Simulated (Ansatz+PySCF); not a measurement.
## singlet HF: levels of theory in one basis

```yaml
atoms:
  - { symbol: H, position_ang: [0.0000, 0.0000, -0.9110] }
  - { symbol: F, position_ang: [0.0000, 0.0000, 0.1012] }
```

Basis set: 6-31G (spherical functions). Frozen core: 1 orbital. Charge 0, multiplicity 1.

Computed with Ansatz (development build ahead of 0.2.0); each method stands on the lowest determinant of its kind that the runs found.

| method | E − E(RHF) (eV) | <S²> of the determinant |
| --- | --- | --- |
| RHF | 0.00 | 0.00 |
| RHF-CCSD | -3.69 | – |
| RHF-CCSD(T) | -3.71 | – |
| full CI (lowest root of this spin) | -3.72 | – |

(1) What does RHF-MP2 give on the same scale?

(2) Is a single determinant a sound starting point here?

## Answers

(1) -3.61 eV.

(2) By this sign, yes. Unrestricted orbitals gain 0.00 eV and <S²> is 0.00 against 0.00 for a pure state.
